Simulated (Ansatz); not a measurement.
**CCSD(T) against full CI for several species**

Each species is computed at the geometry given (Å), with frozen cores, in Ansatz 0.2.0: RHF-CCSD(T) for singlets, UHF-CCSD(T) otherwise, and full CI in the same basis. The program picks the determinant by trial CCSD, so it needn't be the lowest Hartree–Fock solution. States: BH2⁻ A1, SiC⁺ Σ⁻ or Δ, NH4⁺ A1, BH Σ⁻ or Δ. Cases whose determinant has another symmetry than full CI's state, or whose (Q) step broke down, weren't drawn.

Problem. Judging by size, spin and bonding and the diagnostics given, rank them by the size of CCSD(T)'s error in total energy against full CI in the same basis, smallest first (an estimate).
A. BH2⁻, singlet, aug-cc-pVDZ: B 0.000 -0.082 0.000; H 0.000 0.439 -1.091; H 0.000 0.439 1.091. T1 0.012, (T) -113 meV in a correlation energy of -3.65 eV
B. NH$_{4}$⁺, singlet, cc-pVDZ: N 0.000 0.000 0.000; H 0.590 0.592 0.590; H -0.593 -0.588 0.592; H -0.589 0.590 -0.594; H 0.592 -0.594 -0.588. T1 0.005, (T) -100 meV in a correlation energy of -5.64 eV
C. BH, quintet, aug-cc-pVTZ: B 0.000 0.000 0.000; H 0.000 0.000 1.206. T1 0.007, (T) -11 meV in a correlation energy of -0.81 eV
D. SiC⁺, quartet, cc-pVDZ: Si 0.000 0.000 0.000; C 0.000 0.000 1.710. T1 0.049, (T) -143 meV in a correlation energy of -4.02 eV

Solution. C (2.5 meV), B (14.6 meV), A (36.7 meV), D (56.1 meV).

| species | basis | correlated electrons | CCSD(T) − full CI (meV) | CCSDT(Q) − full CI (meV) | unpaired electrons (full CI) | T1 | ⟨S²⟩ of the determinant |
| --- | --- | --- | --- | --- | --- | --- | --- |
| BH, quintet | aug-cc-pVTZ | 4 | 2.5 | -0.9 | 4.00 | 0.007 | 6.00 |
| NH4⁺, singlet | cc-pVDZ | 8 | 14.6 | 0.1 | 0.03 | 0.005 | 0.00 |
| BH2⁻, singlet | aug-cc-pVDZ | 6 | 36.7 | 1.4 | 0.21 | 0.012 | 0.00 |
| SiC⁺, quartet | cc-pVDZ | 7 | 56.1 | -0.6 | 3.08 | 0.049 | 3.75 |

Unpaired electrons are Σ n²(2−n)² over natural occupations; an open shell counts its own unpaired electrons too. Frozen cores follow each run's orbitals, which moves totals by a few meV.
